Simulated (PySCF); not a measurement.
# PH3S (SMILES [PH3]=S): levels of theory compared

Wanted: a comparison of 6 runs (PBE/STO-6G, UPBE0/STO-6G, r2SCAN/STO-6G, CCSDT(Q)/STO-6G, NEVPT2(2,2)/STO-6G, CISD/STO-6G) of PH3S. 

Program for the calculation: PySCF 2.14.0.

3 further runs of the same task are left out: 3 set aside as unsound or not needed.

## (1) The structure to begin with

PH3S: 5 atoms, total charge 0, spin state singlet. SMILES: `[PH3]=S`. One bond was lengthened or shortened from a relaxed shape.

Bond lengths: P1–S2 2.297 Å, P1–H3 1.394 Å, P1–H4 1.394 Å, P1–H5 1.394 Å. Angles: S2–P1–H3 118.2°, S2–P1–H4 118.2°, S2–P1–H5 118.2°, H3–P1–H4 99.6°, H3–P1–H5 99.4°, H4–P1–H5 99.4°.

## (2) The energy at PBE/STO-6G (run 1)

Contents of input.py:

```python
from pyscf import gto, dft

molecule = gto.Mole()
molecule.atom = '''
P     -0.458952     0.340778    -0.402680
S      2.384249    -1.778497     2.099977
H     -2.678927     1.226171     0.706363
H     -1.480141    -0.925301    -2.475426
H      0.338115     2.549830    -1.596854
'''
molecule.basis = 'sto-6g'
molecule.max_memory = 1860
molecule.unit = 'bohr'
molecule.verbose = 4
molecule.charge = 0
molecule.build()

mf = dft.RKS(molecule, xc='pbe')
mf.grids.level = 5
mf.conv_tol = 1e-10
mf.kernel()
if not mf.converged:
    mf = mf.newton().run(mf.mo_coeff, mf.mo_occ)

etot = mf.e_tot
print('Final energy', etot)
```

Run with:

```
OMP_NUM_THREADS=1 python input.py
```

Output:

```text
PySCF version 2.14.0

[... 76 lines left out ...]
converged SCF energy = -738.252364352154
Final energy -738.2523643521537
```

Run time: 3.9 s. Hardware: 1 thread of Arm Neoverse V1, shared host; peak memory 0.2 GiB.

## (3) The energy at UPBE0/STO-6G (run 2)

Contents of start.xyz:

```xyz
5

P     -0.242867     0.180332    -0.213089
S      1.261690    -0.941140     1.111260
H     -1.417627     0.648862     0.373791
H     -0.783257    -0.489648    -1.309939
H      0.178923     1.349312    -0.845019
```

Contents of run.py:

```python
from pyscf import gto, dft

mol = gto.M(
    atom='start.xyz',
    basis='sto-6g',
    max_memory=1860,
    verbose=3,
    spin=0,
)

ks = dft.UKS(mol)
ks.xc = 'pbe0'
ks.grids.level = 5
ks.conv_tol = 1e-10
ks.kernel()
if not ks.converged:
    ks = ks.newton().run(ks.mo_coeff, ks.mo_occ)
for _ in range(3):
    mo, _, stable, _ = ks.stability(return_status=True)
    if stable:
        break
    ks.kernel(ks.make_rdm1(mo, ks.mo_occ))

etot = ks.e_tot
print('Final energy', etot)
```

Run with:

```
OMP_NUM_THREADS=1 python run.py
```

Output:

```text
converged SCF energy = -738.347763943551  <S^2> = 3.7125858e-12  2S+1 = 1
<class 'pyscf.dft.uks.UKS'> wavefunction is stable in the internal stability analysis
Final energy -738.3477639435508
```

Run time: 12 s. Hardware: 1 thread of Arm Neoverse V1, shared host; peak memory 0.36 GiB.

Runs 3 to 5 aren't shown in full; the table further down has their settings and results.

## (4) A single-point energy at CISD/STO-6G (run 6)

Contents of input.xyz:

```xyz
5
H3PS
P     -0.242867     0.180332    -0.213089
S      1.261690    -0.941140     1.111260
H     -1.417627     0.648862     0.373791
H     -0.783257    -0.489648    -1.309939
H      0.178923     1.349312    -0.845019
```

Contents of input.py:

```python
from pyscf import gto, ci

mol = gto.M(
    atom='input.xyz',
    charge=0,
    max_memory=1860,
    basis='sto-6g',
    verbose=4,
    spin=0,
)

hf = mol.RHF()
hf.conv_tol = 1e-10
hf.kernel()
if not hf.converged:
    hf = hf.newton().run(hf.mo_coeff, hf.mo_occ)

cisd = ci.CISD(hf, frozen=10)
cisd.kernel()
etot = cisd.e_tot
print('E(%s) = %.9f' % ('CISD', etot))
```

Run with:

```
OMP_NUM_THREADS=1 python input.py
```

Output:

```text
PySCF version 2.14.0

[... 55 lines left out ...]
converged SCF energy = -737.352400614508
[... 1 line left out ...]
******** <class 'pyscf.ci.cisd.RCISD'> ********
CISD nocc = 7, nmo = 11
frozen orbitals 10
max_cycle = 50
direct = 0
conv_tol = 1e-09
max_cycle = 50
max_space = 12
lindep = 0
nroots = 1
Init t2, MP2 energy = -0.0553578104330861
RCISD converged
E(RCISD) = -737.4300510561703  E_corr = -0.07765044166183516
E(CISD) = -737.430051056
```

Wall time 1.1 s (1 thread of Arm Neoverse V1, shared host); peak memory 0.12 GiB.

## (5) All runs side by side

```csv
run,level,follow instability,integration grid,energy (Eh),dipole moment (D) of the reference,HOMO energy (eV),LUMO energy (eV),wall time
1,PBE/STO-6G,–,5,-738.252364,4.10,0.60,2.58,3.9 s
2,UPBE0/STO-6G,yes,5,-738.347764,4.46,-0.69,3.96,12 s
3,r2SCAN/STO-6G,–,5,-738.582537,4.29,0.38,2.83,5.1 s
4,CCSDT(Q)/STO-6G,–,–,-737.434576,4.41,-4.24,9.14,1.8 s
5,"NEVPT2(2,2)/STO-6G",–,–,-737.410993,4.41,-4.24,9.14,1.7 s
6,CISD/STO-6G,–,–,-737.430051,4.41,-4.24,9.14,1.1 s
```

## (6) What came out

```
                                           quantity          value
                                run 6: total energy  -737.43005 Eh
        run 6: dipole moment (Hartree–Fock density)         4.41 D
         run 6: HOMO energy (Hartree–Fock orbitals)       -4.24 eV
         run 6: LUMO energy (Hartree–Fock orbitals)        9.14 eV
       run 6: HOMO–LUMO gap (Hartree–Fock orbitals)       13.37 eV
run 6: correlation energy (10 core orbitals frozen)      -77.7 mEh
```

Over runs 1, 2, 3 the dipole moment (its size) runs from 4.10 D (PBE/STO-6G) to 4.46 D (UPBE0/STO-6G). Over runs 1, 2, 3 the HOMO–LUMO gap runs from 1.98 eV (PBE/STO-6G) to 4.64 eV (UPBE0/STO-6G). Totals of different functionals can't be ranked against each other. In runs 1, 2, 3, 4, 5, 6 the basis is minimal, so the values are rough. All runs together took 26 s, the longest 12 s.
